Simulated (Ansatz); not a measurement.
# PH₂+ (singlet): RPA-PBE over a scan of the scale of all distances, cc-pVDZ

How well do these functionals follow the top wave-function level for PH₂+ (singlet) over a scan of the scale of all distances?

Method: cc-pVDZ, all electrons in the functionals, frozen cores in the correlation of double hybrids and RPA; program: Ansatz 0.2.0, Gaussian basis.

The runs, in order: RPA-PBE, at 0.886; 1.000; 1.112; 1.295; 1.482; 1.721; 2.025; 2.399.

17 further runs of the same task are left out: 12 that didn't finish, 5 set aside as unsound or not needed.

### Step 1. The system

The geometry derives from a PBE0/def2-TZVP stationary point (not a proven minimum). All distances are scaled together.

3 atoms, charge 1, spin multiplicity 1.

Atoms are counted from 1 here; the program's logs count them from 0.

Bond lengths: P1–H2 1.429 Å, P1–H3 1.429 Å. Angles: H2–P1–H3 91.7°.

As a file:

```xyz
3
charge 1, multiplicity 1
P     0.0000   -0.0608    0.0000
H     0.0000    0.9346   -1.0256
H     0.0000    0.9346    1.0256
```

No dispersion term is added.

The geometry shown and the zero of energy belong to the point 1.000. The yardstick, FCI, and other wave-function levels (R restricted, U unrestricted, valence and pair active spaces) come from earlier runs.

### Step 2. RPA-PBE, 0.886

Input file in.yaml:

```yaml
crystal:
  periodic: [false, false, false]
  atoms:
    - {symbol: P, position_ang: [0.000000, -0.053891, 0.000000]}
    - {symbol: H, position_ang: [0.000000, 0.828029, -0.908643]}
    - {symbol: H, position_ang: [0.000000, 0.828027, 0.908644]}
basis:
  gaussian: {orbitals: cc-pVDZ}
total_charge: 1
magnetization: {spin_polarized: true, initial_magnetization: 0}
hamiltonian: {xc: {name: PBE}}
correlation: {method: rpa, electrons: outside_noble_gas}
```

The run is started by

```console
$ ansatz run in.yaml --threads 1 --pin off --events-out ev --progress --plain --max-ram 2393MiB
```

The runs that follow: RPA-PBE, 1.000; RPA-PBE, 1.112; RPA-PBE, 1.295; RPA-PBE, 1.482; RPA-PBE, 1.721; RPA-PBE, 2.025; RPA-PBE, 2.399.

Before running them: what should the planned runs give, taken together? Wanted: span of the FCI curve; largest miss, RPA-PBE.

The runs gave:

| quantity | value |
| --- | --- |
| span of the FCI curve | 151.3 kcal/mol |
| largest miss, RPA-PBE | +3.9 kcal/mol (2.025) |

In words: RPA-PBE strays by up to 3.9 kcal/mol, at 2.025. RPA-PBE clearly breaks the spin symmetry at some points (⟨S²⟩ up to 1.94 above the pure value), so energy there is bought with a mixed spin. Functionals and the yardstick converge differently with the basis, so part of each miss in cc-pVDZ is the basis.
